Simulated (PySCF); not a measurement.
**Telling isomers of C$_{6}$H$_{10}$ apart by NMR**

- geometry: GFN2-xTB
- spin–spin couplings from B3LYP/pcJ-1 (spin–dipole term left out of most H,H and C,H couplings)
- shielding tensors at PBE0/pcSseg-1 (GIAO)
- run in PySCF 2.14.0 with density-fitted response routines
- no solvent model, fast rotation and ring inversion assumed for equivalent nuclei, no relativistic terms, one conformer

References, each an isolated molecule treated in the same way: 1H (σ = 31.72 ppm), 13C (σ = 186.93 ppm) vs TMS. Multiplet labels drop J under 1 Hz and among equivalent protons, and merge close values. Unscaled 3J(H,H) run several per cent high. Where no couplings were computed, multiplicities follow the n + 1 count of equivalent neighbours, and m marks all less simple cases (inequivalent or close neighbours, rings, F or P nearby). Vicinal couplings that depend on rotamer populations or ring flexing (ring, CH–CH, X–H and H–F types) are those of the one conformer. Shifts are as computed. Against solution values, carbons near 30 ppm lie about +3 ppm off and those near 130 ppm about +5 ppm. Of 1211 compounds with measured shifts, 218 miss one by over three times the rms of a fit or turn the order of signals round; such compounds aren't used in these exercises.

(1) Tabulate the signals of `C=C1[C@@H](C)[C@H]1C`, `C=CC(=C)CC`, `C=C[C@@H]1C[C@H]1C` and their relative energies.

(2) What is the quickest way to tell C=C1[C@@H](C)[C@H]1C from C=C[C@@H]1C[C@H]1C?

(3) What is the quickest way to tell C=CC(=C)CC from C=C[C@@H]1C[C@H]1C?

(4) What is the quickest way to tell C=C1[C@@H](C)[C@H]1C from C=CC(=C)CC?

Answers

(1) 
```json
{"SMILES": "C=C1[C@@H](C)[C@H]1C", "carbon types": "1×C 2×CH 1×CH2 2×CH3", "δC": "152.5, 107.5, 17.0, 14.3", "δH": "5.73 (s, 2H), 1.47 (m, 2H), 1.14 (d, 6H)", "E rel. (kcal/mol)": "13.3"}
{"SMILES": "C=CC(=C)CC", "carbon types": "1×C 1×CH 3×CH2 1×CH3", "δC": "157.6, 145.7, 124.5, 119.8, 30.2, 18.5", "δH": "6.59 (m, 1H), 5.49 (m, 1H), 5.45 (m, 1H), 5.39 (m, 1H), 5.26 (m, 1H), 2.36 (q, 2H), 1.17 (t, 3H)", "E rel. (kcal/mol)": "0.0"}
{"SMILES": "C=C[C@@H]1C[C@H]1C", "carbon types": "3×CH 2×CH2 1×CH3", "δC": "151.4, 117.5, 28.9, 20.7, 18.6, 17.5", "δH": "5.43 (m, 1H), 5.41 (m, 1H), 5.17 (m, 1H), 1.15 (d, 3H), 1.00 (m, 1H), 0.66 (m, 1H), 0.50 (m, 1H), 0.47 (m, 1H)", "E rel. (kcal/mol)": "3.7"}
```

Energies are electronic energies at PBE0/pcSseg-1 on these geometries, without zero-point or thermal terms, each for the one conformer computed, which needn't be the lowest.

(2) Count the carbon signals: 4 against 6. The first has a fully substituted alkene carbon (C) at 152.5 ppm, the second an alkene CH at 151.4 ppm.

(3) Both give the same number of carbon signals, but DEPT or the intensities differ. The first has a fully substituted alkene carbon (C) at 157.6 ppm, the second a three-membered-ring carbon (CH) at 28.9 ppm. Their most deshielded carbons lie at 157.6 and 151.4 ppm. In the proton spectra the most deshielded non-exchanging signals are 6.59 (m, 1H) and 5.43 (m, 1H).

(4) Count the carbon signals: 4 against 6. The first has a three-membered-ring carbon (CH) at 17.0 ppm, the second an alkene CH at 145.7 ppm. Their most deshielded carbons lie at 152.5 and 157.6 ppm. In the proton spectra the most deshielded non-exchanging signals are 5.73 (s, 2H) and 6.59 (m, 1H).
